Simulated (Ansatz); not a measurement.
in.yaml

```yaml
crystal:
  periodic: [false, false, false]
  atoms:
    - {symbol: B, position_ang: [0.000000, 0.000000, 0.668909]}
    - {symbol: O, position_ang: [0.000000, 0.000000, -0.612266]}
    - {symbol: H, position_ang: [0.000000, 1.050271, 1.272063]}
    - {symbol: H, position_ang: [0.000000, -1.050271, 1.272063]}
basis:
  gaussian: {orbitals: cc-pVDZ}
total_charge: 1
magnetization: {spin_polarized: false, initial_magnetization: 2}
correlation: {method: fic_nevpt4_sd, electrons: outside_noble_gas, active_space: {window: {electrons: 10, orbitals: 10}, shells: [{species: B, l: s, shell: 2}, {species: B, l: p, shell: 2}, {species: H, l: s, shell: 1}, {species: O, l: s, shell: 2}, {species: O, l: p, shell: 2}]}}
```

```sh
$ ansatz run in.yaml --threads 1 --pin off --events-out ev --progress --plain --max-ram 2393MiB
```

(1) Roughly how long does this take on 1 thread of Intel Xeon, shared host, and how much host memory?

```
668 factors; integrals over basis functions are off by at most 1.6e-7 eV
mean field evaluation 1: about -2715.6100 eV, gradient 5.7e1 eV
mean field evaluation 2: about -2715.6115 eV, gradient 5.7e1 eV
mean field evaluation 4: about -2724.9622 eV, gradient 5.0e0 eV
mean field evaluation 8: about -2726.0798 eV, gradient 1.9e0 eV
mean field evaluation 16: about -2726.1599 eV, gradient 1.6e-6 eV
mean field evaluation 32: about -2726.9524 eV, gradient 2.3e-1 eV
mean field evaluation 64: about -2722.9301 eV, gradient 1.1e1 eV
mean field evaluation 96: about -2726.1599 eV, gradient 9.9e-4 eV
mean field -2727.97264729 eV, -100.2511457017 hartree, gradient 1.7e-6 eV, S^2 2.000000; 7 other end points of the search recorded, 0 dependent functions left out
reference -2727.97264729 eV, -100.2511457017 hartree; 8, 6 occupied and 30, 32 virtual orbitals, 668 factors
state -2730.56114450 eV, -100.3462712197 hartree
state -2730.56114450 eV, -100.3462712197 hartree; corrected -2734.59904440 eV, -100.4946613040 hartree
Total energy: -2734.59904440 eV, -100.4946613040 hartree
Checks for a lower state left out: starts, orbital_swaps
```

For the same geometry and basis UCCSDT(Q) lies 96.4 meV lower.

## Answers

(1) 8 s wall and 0.56 GiB.
